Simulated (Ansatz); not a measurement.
**HAlGa, quartet: breathe scan**

Starting geometry (PBE0/def2-TZVP stationary point for this spin, not checked as a minimum):

```json
{"atom": "Al", "x (Å)": "0.0000", "y (Å)": "0.0000", "z (Å)": "0.2539"}
{"atom": "Ga", "x (Å)": "0.0000", "y (Å)": "0.0000", "z (Å)": "-2.0897"}
{"atom": "H", "x (Å)": "0.0000", "y (Å)": "0.0000", "z (Å)": "1.8358"}
```

From there all distances are scaled together; atoms are numbered as listed. Energies are in kJ/mol, counted from the starting geometry at the same level.

Basis 6-31G (Cartesian d functions); Ansatz 0.2.0. Correlated methods freeze the noble-gas cores and the filled d shells of p-block atoms. R marks a restricted (for open shells ROHF) determinant, U an unrestricted one. No spin–orbit coupling is included, and no scalar relativity.

Unrestricted rows (U) aren't spin-pure: their determinants' ⟨S²⟩ exceeds S(S+1) by up to 0.11, so they mix in states of higher spin. Coupled cluster chose its determinant by trial CCSD, here up to 0.16 eV above the lowest Hartree–Fock solution of its kind. The reference follows the lowest state, whose symmetry changes along the scan.

Full CI is exact within this basis and frozen core; it isn't the basis-set limit. The frozen core follows each run's orbitals, which can shift R against U totals by a few meV for light atoms and by up to 0.1 eV past Ca.

```csv
scale of all distances,UCCSD
0.870,135.6
1.000,0.0
1.107,12.4
1.326,121.6
1.500,186.2
1.778,208.3
1.990,216.0
2.425,224.0
```

Estimate the full CI curve in 6-31G from this one, knowing how UCCSD errs.

The computed full CI values, in kJ/mol from the starting point, and the error of UCCSD against them:
| scale of all distances | full CI | UCCSD less full CI |
| --- | --- | --- |
| 0.870 | 138.2 | -2.6 |
| 1.000 | 0.0 | 0.0 |
| 1.107 | 9.4 | 3.0 |
| 1.326 | 114.3 | 7.3 |
| 1.500 | 178.3 | 7.9 |
| 1.778 | 211.0 | -2.7 |
| 1.990 | 219.5 | -3.5 |
| 2.425 | 229.2 | -5.2 |

The error spans 13.1 kJ/mol and is largest, 7.9 kJ/mol, at 1.500.
